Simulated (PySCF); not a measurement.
Record of a relaxation.

Compound: C₄H₄F₂.
Bonds: F1–C2, C2–C3, C3–C4 (double), C4–F5, C4–C6, C3–C6. Hydrogens: H7, H8 on C2; H9, H10 on C6.

Computed by this run: PBE0-D3(BJ)/def2-SVP geometry optimisation, gas phase in PySCF; density fitting, grid level 1; the optimiser is geomeTRIC in internal coordinates, started from a GFN2-xTB structure with every atom displaced at random (about 0.01 Å). The frame can shift and turn from step to step; on so coarse a grid that alone can change the energy by a few meV, and forces under 0.02 eV/Å are noise.

Step 0: E = -9626.3172 eV, largest atomic force 4.580 eV/Å
```
atom  x, y, z in Å  |  force x, y, z in eV/Å
F1     -1.823    1.553    0.052   -0.361   1.220   0.047
C2     -1.466    0.260   -0.025    0.116   0.029   0.082
C3     -0.019    0.129   -0.005    3.902   1.194   0.174
C4      1.243    0.595    0.042   -4.045  -2.134  -0.241
F5      2.042    1.600    0.095    0.597   0.583   0.048
C6      1.131   -0.886   -0.018    0.115   0.808   0.815
H7     -1.904   -0.251    0.836   -0.209  -0.533   0.176
H8     -1.858   -0.138   -0.960   -0.294  -0.519  -0.343
H9      1.335   -1.474    0.893   -0.008  -0.144   0.008
H10     1.369   -1.409   -0.930    0.187  -0.505  -0.765
```

Step 1: E = -9626.3894 eV, largest atomic force 1.332 eV/Å
```
atom  x, y, z in Å  |  force x, y, z in eV/Å
F1     -1.948    1.281    0.098   -0.033  -0.263  -0.013
C2     -1.504   -0.017    0.026   -0.017   0.016  -0.052
C3     -0.027    0.002    0.002   -0.578   1.000   0.052
C4      0.997    0.788   -0.018    1.133  -0.699   0.020
F5      1.592    1.953   -0.016   -0.501  -0.093  -0.004
C6      1.346   -0.656   -0.029   -0.091  -0.033  -0.133
H7     -1.894   -0.579    0.894    0.041  -0.031  -0.016
H8     -1.908   -0.481   -0.893    0.010  -0.032   0.053
H9      1.722   -1.162    0.876    0.011   0.056   0.040
H10     1.674   -1.152   -0.962    0.025   0.079   0.053
```

Step 2: E = -9626.4604 eV, largest atomic force 0.787 eV/Å
```
atom  x, y, z in Å  |  force x, y, z in eV/Å
F1     -2.028    1.245    0.095   -0.004  -0.102  -0.012
C2     -1.499   -0.016    0.022    0.066   0.042  -0.002
C3     -0.024    0.068   -0.002   -0.454   0.554   0.004
C4      1.038    0.800   -0.017    0.552  -0.561  -0.016
F5      1.641    1.956   -0.011   -0.229   0.066  -0.005
C6      1.325   -0.651   -0.031   -0.028   0.071   0.018
H7     -1.849   -0.603    0.890    0.037  -0.038   0.014
H8     -1.879   -0.509   -0.891    0.033  -0.040  -0.004
H9      1.681   -1.156    0.883    0.009  -0.020  -0.008
H10     1.644   -1.156   -0.960    0.017   0.029   0.011
```

Step 3: E = -9626.4944 eV, largest atomic force 0.169 eV/Å
```
atom  x, y, z in Å  |  force x, y, z in eV/Å
F1     -2.111    1.207    0.078   -0.057  -0.016   0.004
C2     -1.487   -0.007    0.019    0.041   0.004   0.013
C3     -0.026    0.151    0.000   -0.089  -0.019  -0.013
C4      1.081    0.810   -0.014    0.031  -0.156   0.057
F5      1.692    1.959   -0.010    0.074   0.117  -0.002
C6      1.290   -0.645   -0.024    0.051   0.042  -0.046
H7     -1.785   -0.618    0.891   -0.018   0.018   0.003
H8     -1.819   -0.544   -0.889   -0.010   0.000  -0.011
H9      1.620   -1.181    0.883   -0.015   0.042   0.032
H10     1.594   -1.154   -0.955   -0.009  -0.032  -0.035
```

Step 4: E = -9626.4957 eV, largest atomic force 0.126 eV/Å
```
atom  x, y, z in Å  |  force x, y, z in eV/Å
F1     -2.131    1.197    0.080   -0.004   0.005  -0.001
C2     -1.486   -0.005    0.019    0.000  -0.018   0.007
C3     -0.025    0.162   -0.001    0.020   0.046  -0.024
C4      1.091    0.810   -0.013   -0.116  -0.048   0.007
F5      1.710    1.956   -0.006    0.050   0.030  -0.004
C6      1.287   -0.645   -0.028    0.047   0.011   0.021
H7     -1.779   -0.620    0.890    0.001   0.005   0.001
H8     -1.812   -0.546   -0.889    0.004   0.000  -0.001
H9      1.610   -1.171    0.886    0.006  -0.026  -0.016
H10     1.585   -1.160   -0.958   -0.008  -0.005   0.009
```

Step 5: E = -9626.4959 eV, largest atomic force 0.036 eV/Å
```
atom  x, y, z in Å  |  force x, y, z in eV/Å
F1     -2.136    1.195    0.077    0.004   0.006  -0.002
C2     -1.486   -0.005    0.019   -0.005  -0.010   0.003
C3     -0.026    0.166    0.000   -0.009   0.004  -0.007
C4      1.091    0.811   -0.012   -0.032  -0.008   0.014
F5      1.715    1.957   -0.006    0.019  -0.002  -0.003
C6      1.286   -0.643   -0.028    0.025   0.008  -0.009
H7     -1.777   -0.619    0.891    0.005   0.001   0.001
H8     -1.809   -0.548   -0.888    0.005  -0.002   0.001
H9      1.610   -1.175    0.884   -0.006   0.000   0.000
H10     1.581   -1.159   -0.958   -0.004   0.001   0.002
```

Step 6: E = -9626.4959 eV, largest atomic force under 0.02 eV/Å
```
atom  x, y, z in Å  |  force x, y, z in eV/Å
F1     -2.137    1.194    0.076    0.001  -0.001  -0.001
C2     -1.486   -0.005    0.020    0.000   0.001   0.001
C3     -0.026    0.167    0.000   -0.005  -0.002  -0.008
C4      1.091    0.812   -0.012    0.004   0.008   0.014
F5      1.718    1.956   -0.005   -0.001  -0.011  -0.002
C6      1.286   -0.642   -0.029    0.004   0.000  -0.007
H7     -1.776   -0.618    0.893   -0.001   0.001   0.002
H8     -1.808   -0.551   -0.887   -0.001  -0.001   0.002
H9      1.608   -1.176    0.882    0.000   0.003   0.001
H10     1.579   -1.157   -0.960   -0.001   0.002  -0.001
```

Q: Summarise the path.

A: The energy falls by 4.12 kcal/mol from step 0 to step 6; nine tenths of that is first reached at step 3. It falls at every step. The largest force goes from 4.580 to under 0.02 eV/Å. Among the bonds C3=C4 changes most, from 1.347 to 1.290 Å; the atoms move by 0.032 Å rms after alignment.

What follows is the cost of the whole optimisation. On one thread of an Arm Neoverse V2, no GPU, shared host with 96 logical CPUs at a one-minute load of 54, this took 23 s wall and 0.43 GiB of memory at its peak.
